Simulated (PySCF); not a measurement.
# C6H5: the cost of one run

Programs: PySCF 2.14.0, with density-fitted response routines of our own. Each step states its level of theory. These are calculated values for one molecule in the gas phase, unless marked as measured. Atoms are numbered from 0 throughout.

## (1) The starting structure

11 atoms, charge 1, multiplicity 1; geometry from: GFN2-xTB.

Bonds of the start (Å): C0–C1 1.20, C1–C2 1.47, C2–C3 1.44, C3–C4 1.40, C4–C5 1.36, C5–C3 1.40, C0–H6 1.05, C2–H7 1.09, C2–H8 1.09, C4–H9 1.07, C5–H10 1.07.

## (2) Geometry optimisation at PBE0-D3(BJ)/def2-SVP

Job settings and geometry (Å):

```
{"job": {"xc": "PBE0", "basis": "def2-SVP", "d3": "d3bj", "grid": 1, "kind": "geom"}, "charge": 1, "multiplicity": 1}
C     -1.720390     1.041900     1.467040
C     -1.320510     0.254480     0.657790
C     -0.844890    -0.724840    -0.329240
C      0.548770    -0.368840    -0.297590
C      1.810710    -0.457330     0.294580
C      1.597430     0.471680    -0.677400
H     -2.131590     1.710460     2.168720
H     -1.322210    -0.541150    -1.295000
H     -1.047460    -1.736790     0.029920
H      2.473150    -0.914160     0.997040
H      1.967840     1.269930    -1.282850
```

Run with:

```
$ OMP_NUM_THREADS=1 python probes_run.py task.json out
```

This one command runs all jobs of the session in turn.

**Question.** How long does this first job take on 1 thread of Intel Xeon 6975P-C, shared host, and how much memory does it need?

About 22 s, with a peak of 0.43 GiB.
